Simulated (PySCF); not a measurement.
## Simulated absorption spectrum

Species: C5H9N.
InChI=1S/C5H9N/c1-4(2)5-3-6-5/h3-5H,1-2H3/t5-/m1/s1

Level of theory: PySCF, TDDFT CAM-B3LYP/def2-SVPD, vertical, gas phase, core orbitals frozen in the response. One conformer (not necessarily the lowest) at the GFN2-xTB geometry, without solvent, vibrations or thermal averaging. Torsions of this conformer, `[CH3:1][CH:2]([CH3:3])[C@H:4]1[CH:5]=[N:6]1`: C1–C2–C4–C5 -144°.

Computed states:

| state | E (eV) | f |
| --- | --- | --- |
| S1 | 4.90 | 0.0004 |
| S2 | 6.79 | 0.027 |
| S3 | 7.66 | 0.0079 |
| S4 | 7.67 | 0.0034 |
| S5 | 8.06 | 0.034 |
| S6 | 8.26 | 0.011 |
| S7 | 8.38 | 0.0014 |
| S8 | 8.51 | 0.087 |

Broadening: Gaussians 0.4 eV wide at half height, area fixed by f = 4.319×10⁻⁹ ∫ε dν̃. The width is an assumption, not a result. The curve ends short of the highest state used, and states not computed would add to its high-energy end.

(1) What does the envelope look like, and where are its maxima?

(2) Coming from long wavelengths, where does ε first pass 100 L mol⁻¹ cm⁻¹?

(3) On this curve, what absorbance would a 10⁻⁵ mol/L sample give at 248 nm over a 1 cm path?

Results:

(1) 
(E (eV), ε (L mol⁻¹ cm⁻¹)): (4.30, 0), (4.40, 0), (4.50, 2), (4.61, 6), (4.71, 13), (4.81, 21), (4.92, 24), (5.02, 19), (5.12, 10), (5.23, 4), (5.33, 1), (5.43, 0), (5.53, 0), (5.64, 0), (5.74, 0), (5.84, 0), (5.95, 0), (6.05, 0), (6.15, 2), (6.26, 14), (6.36, 75), (6.46, 279), (6.57, 792), (6.67, 1420), (6.77, 1801), (6.87, 1616), (6.98, 961), (7.08, 418), (7.18, 142), (7.29, 96), (7.39, 222), (7.49, 474), (7.60, 778), (7.70, 995), (7.80, 1292), (7.91, 1941)

Maxima: 253 nm (4.90 eV), ε about 24, made up of S1 (100%); 183 nm (6.79 eV), ε about 1800, made up of S2 (100%) (ε in L mol⁻¹ cm⁻¹; maxima over ε = 5, shares over 10%). At its high-energy end, 7.91 eV, the curve is still rising (ε about 1900, from S5).

(2) At about 194 nm (6.38 eV), 1.48 eV above S1.

(3) 248 nm is 4.999 eV, where ε is about 20 L mol⁻¹ cm⁻¹, so A = ε c l ≈ 0.0002 (Beer–Lambert, with the gas-phase spectrum and the assumed width).
